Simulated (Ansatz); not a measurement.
# B3H (triplet): wave-function methods side by side, def2-QZVPP

An exercise on one series of results from a longer session: the logs are not shown, and one member is left open.

Method: def2-QZVPP, core rule «outside noble gas», up to 3 orbitals frozen; program: Ansatz 0.2.0, Gaussian basis.

To be run: UHF; ROHF; CCSD(T) on UHF.

2 further runs of the same task are left out: 2 set aside as unsound or not needed.

## What is computed

The geometry is a PBE0/def2-TZVP stationary point (not a proven minimum).

4 atoms, charge 0, spin multiplicity 3.

Atoms are counted from 1 here; the program's logs count them from 0.

Bond lengths: B1–B2 1.556 Å, B1–B3 1.548 Å, B2–B3 1.853 Å, B2–H4 1.183 Å. Angles: B2–B1–B3 73.3°, B1–B2–B3 53.2°, B1–B2–H4 169.4°, B3–B2–H4 137.4°, B1–B3–B2 53.5°.

The first run:

Contents of in.yaml:

```yaml
crystal:
  periodic: [false, false, false]
  atoms:
    - {symbol: B, position_ang: [0.000000, -0.796508, -0.346642]}
    - {symbol: B, position_ang: [0.000000, 0.061998, 0.950518]}
    - {symbol: B, position_ang: [0.000000, 0.685766, -0.794078]}
    - {symbol: H, position_ang: [0.000000, 0.522819, 2.040076]}
basis:
  gaussian: {orbitals: "def2-QZVPP.json"}
magnetization: {spin_polarized: true, initial_magnetization: 2}
hamiltonian: {xc: hf}
output: {orbitals: {seedname: orbitals}}
```

Launch:

```
ansatz run in.yaml --threads 1 --pin off --events-out ev --progress --plain --max-ram 2393MiB
```

Steps of the session up to this table: UHF; ROHF; CCSD(T) on UHF.

One of the session's tables, all rows but one given; the rest of the session is left out.

```
  method  from UCCSD(T) (kcal/mol)
    ROHF                   +189.09
     UHF                   +183.65
    UMP2                         ?
   UCCSD                    +11.51
UCCSD(T)                         0
```

Q: Estimate the row for UMP2 from the others.

The run gave: from UCCSD(T) (kcal/mol): +35.55. In the column «from UCCSD(T) (kcal/mol)» it lies between UCCSD (+11.51) and UHF (+183.65).

Limits of these values: Warnings: spin contamination; coupled cluster took another determinant than the lowest.
